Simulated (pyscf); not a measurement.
# Four-centre exchange: InH (SMILES [InH]) [singlet] + H₂O (SMILES O) → HO–In (SMILES [OH][In]) [singlet] + H₂ (SMILES [H][H])

Gas phase, singlet surface, charge 0. Bonds broken: In1–H2, O3–H4. Bonds formed: In1–O3, H2–H4. Single points on ωB97X-D3(BJ)/def2-SVP structures (PySCF, gas phase).

Transition state (Å):

```xyz
5

In     0.3952     0.0622     0.6130
H     -1.8217     0.4263     1.0437
O     -1.2279    -0.8779    -0.6545
H     -1.7909    -0.2304     0.2530
H     -1.4628    -1.8132    -0.6996
```

One imaginary mode, 1343i cm⁻¹; descent along it reached the two sides named, in the forms told below.

```
bond    change  reactant side (Å)  saddle  product side
------  ------  -----------------  ------  ------------
In1–H2  breaks              1.891   2.287           4.8
O3–H4   breaks              0.970   1.249         2.310
In1–O3   forms                2.6   2.264         2.030
H2–H4    forms              2.134   1.028         0.764
```

Electronic energies relative to the separated reactants (eV):

| level | barrier | reaction energy | reverse barrier |
|---|---|---|---|
| ωB97X-D3(BJ)/def2-TZVP | 0.06 | -0.92 | 0.98 |
| PBE/def2-TZVP | -0.12 | -0.94 | 0.82 |
| r²SCAN/def2-TZVP | -0.09 | -0.98 | 0.90 |
| B3LYP-D3(BJ)/def2-TZVP | 0.02 | -0.93 | 0.95 |
| PBE0-D3(BJ)/def2-TZVP | 0.04 | -0.82 | 0.86 |
| M06-2X/def2-TZVP | 0.06 | -0.99 | 1.05 |
| ωB97M-D3(BJ)/def2-TZVP | 0.16 | -0.83 | 0.99 |
| HF/def2-TZVP | 0.82 | -0.61 | 1.43 |

With ωB97M-D3(BJ)/def2-TZVP energies and thermal terms (ideal gas, 1 atm, RRHO with modes under 100 cm⁻¹ raised to 100, one conformer, R ln 2 for chiral ones without a mode under 150 cm⁻¹), in eV:

```tsv
T (K)	ΔH‡	ΔG‡	ΔH	ΔG
298	0.09	0.44	-0.92	-0.89
600	0.08	0.81	-0.88	-0.87
900	0.09	1.17	-0.86	-0.87
1200	0.12	1.52	-0.85	-0.87
```

On the reactant side the descent ends in a bound adduct, 0.44 eV under the separated species and 0.50 eV under the saddle at ωB97X-D3(BJ)/def2-TZVP. At PBE, r²SCAN the saddle lies under the separated reactants, which points to a path from their complex (located at ωB97X-D3(BJ) alone). At the saddle there is also a short H–In contact that neither side keeps. One saddle was located; it need not be the lowest between these sides. Elements past Kr carry the def2 core potentials, without spin-orbit coupling.
